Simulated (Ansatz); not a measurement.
A made-up structure of CH4NSi, doublet:

C1  (-0.636, 0.012, -0.728)
N2  (-1.100, -0.356, 0.552)
Si3  (0.570, 0.074, 0.706)
H4  (-0.159, -0.750, -1.367)
H5  (0.842, 0.155, 2.098)
H6  (1.660, -0.911, 0.534)
H7  (0.887, 1.202, 1.604)
(Å)

It is relaxed with PBE-D4/def2-SVP and then PBE0-D4/def2-TZVP (Ansatz 0.2.0). Atoms count as bonded within 1.22 times the sum of their covalent radii (H–H: 0.88 Å). The end point is not checked to be a true minimum.

Does its bonding change? (A judgement: the text doesn't fix the answer.)

By the calculation: Yes. Formed: none; broken: C1–Si3.

Where it ends: The first stage lowers the energy by 4.51 eV in 20 steps. It ends as CH₄NSi ([CH][N][SiH3]):
```
7
angstrom
C -0.5111 -0.6190 -1.0172
N -0.3994 -0.0236 0.0434
Si 0.8495 0.1233 1.2516
H -1.3954 -0.6036 -1.6776
H 0.2712 -0.3549 2.5291
H 2.0673 -0.6604 0.9151
H 1.1814 1.5635 1.3548
```

Labels in which every atom is bracketed show which atoms are joined, not bond orders.

For scale, one of the runs: PBE0-D4/def2-TZVP relaxation, 123 basis functions, launched by `ansatz run in.yaml --threads 2 --pin off --events-out ev --progress --plain --max-ram 4352MiB`. The run took about 23 s on 2 CPU threads of an Arm Neoverse V1 (shared host).
